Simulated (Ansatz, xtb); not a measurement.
**CFO2S: where a starting geometry ends**

The starting geometry of this gas-phase doublet was built from a drawn formula by distance geometry and a force field; its bonds are those of `[O][C@]1(F)OS1`.

| atom | x (Å) | y (Å) | z (Å) |
| --- | --- | --- | --- |
| C | -2.0824 | 1.1435 | 0.8177 |
| F | -2.8689 | 1.9114 | 1.6064 |
| O | -1.2330 | 0.2804 | 1.4187 |
| O | -2.6678 | 0.7249 | -0.4673 |
| S | -1.5191 | 1.9299 | -0.6493 |

Q: Where would you expect an optimisation with r2SCAN-D4/def2-SVP to take it?

A: A bond breaks, leaving `O=C(F)O[S]`. Distances that change by over a tenth: C1–O3 (1.35 → 1.18 Å). Contacts that open: C1–S5 (1.76 → 2.68 Å).

The energy falls by 2.06 eV over 21 steps:

| step | E − E(last) (eV) |
| --- | --- |
| 1 | 2.065 |
| 3 | 1.396 |
| 5 | 0.386 |
| 8 | 0.159 |
| 10 | 0.159 |
| 12 | 0.146 |
| 14 | 0.131 |
| 17 | 0.008 |
| 19 | 0.001 |
| 21 | 0.000 |

Final geometry (Å):

```yaml
atoms:
  - { symbol: C, position_ang: [-2.0543, 0.8839, 1.0504] }
  - { symbol: F, position_ang: [-2.6233, 1.9976, 1.4846] }
  - { symbol: O, position_ang: [-1.8092, -0.0527, 1.7272] }
  - { symbol: O, position_ang: [-1.7722, 0.9202, -0.2779] }
  - { symbol: S, position_ang: [-2.1122, 2.2411, -1.2581] }
```

From the same start GFN2-xTB reaches the same bonding as this run.

No frequencies were run, so the end isn't proven a minimum. Open shells are spin-unrestricted. Run with Ansatz 0.2.0, 2.4 min on 1 thread of Arm Neoverse V2, on a shared host.
